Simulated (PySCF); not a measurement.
Compound: C4H7N2 (charge +1).
SMILES: `C[n+]1cc[nH]c1`

The closed-shell ground state was solved at several levels (PySCF, density fitting, gas phase, non-relativistic). Geometry: GFN2-xTB; no solvent, vibrations or thermal averaging.

```json
{"level": "B3LYP/def2-SVPD", "basis functions": "176", "HOMO (eV)": "-12.36", "LUMO (eV)": "-5.66", "gap (eV)": "6.70"}
{"level": "B3LYP/pcJ-1", "basis functions": "232", "HOMO (eV)": "-12.36", "LUMO (eV)": "-5.59", "gap (eV)": "6.77"}
```

Q: What might PBE0/pcSseg-1 (137 basis functions) give for the same quantities?

A: HOMO -12.59 eV, LUMO -5.36 eV, gap 7.23 eV.

Q: Over all these levels, which gives the widest orbital gap and which the narrowest?

A: PBE0/pcSseg-1 (global hybrid, 25 % exact exchange) has the widest, 7.23 eV, and B3LYP/def2-SVPD (global hybrid, 20 % exact exchange) the narrowest, 6.70 eV. Functional and basis both differ between the two, so the spread mixes both effects.
